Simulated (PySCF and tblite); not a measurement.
Results of a calculation; reference values are marked as such.
Dynamics report: rotation

System: CH₄S₂, numbered as in [CH3:1][S:2][SH:3].

Motion: rotation about the S2–S3 bond (torsion C1–S2–S3–H from 88° to 272°, rising). Level: PBE0/pcSseg-2 + D3(BJ) on PBE0-D3(BJ)/def2-SVP stationary points, with GFN2-xTB thermal terms. Rates follow Eyring's equation with the number of equivalent paths and no tunnelling. (PySCF 2.14 with density fitting, tblite 0.8.)

```csv
point,symmetry,E(GFN2) kcal/mol,E(DFT) kcal/mol,ZPE change kcal/mol,lowest mode cm⁻¹,dipole D
start,C1,0.0,0.0,0.00,126,1.87
saddle,Cs,3.2,6.2,-0.20,176i,0.80
end,C1,0.0,0.0,0.00,126,1.87
```

```
Electronic barrier                                      : 6.2 kcal/mol
Barrier with zero-point energy                          : 6.0 kcal/mol
ΔH‡ (298 K)                                             : 5.7 kcal/mol
ΔS‡ (298 K, symmetry apart)                             : -1.6 cal/(mol K)
Paths                                                   : 1 equivalent path
End point                                               : the same structure with atoms interchanged, or its mirror image
Mean lifetime of the start against this motion at 298 K : 5.3 ns
Cost                                                    : 41 s on 1 thread of Intel Xeon Platinum 8488C (shared host) (rough), peak memory 0.72 GiB, launched as `OMP_NUM_THREADS=1 python ens_run.py task.json out`
```

```tsv
T/K	ΔG‡ kcal/mol	k s⁻¹
150	6.0	5640
200	6.0	1×10⁶
250	6.1	2.5×10⁷
298	6.2	1.9×10⁸
350	6.2	9.2×10⁸
400	6.3	2.8×10⁹
500	6.6	1.4×10¹⁰
```

ΔG and ΔG‡ leave out symmetry numbers and mirror images; rates count paths: 1 out.
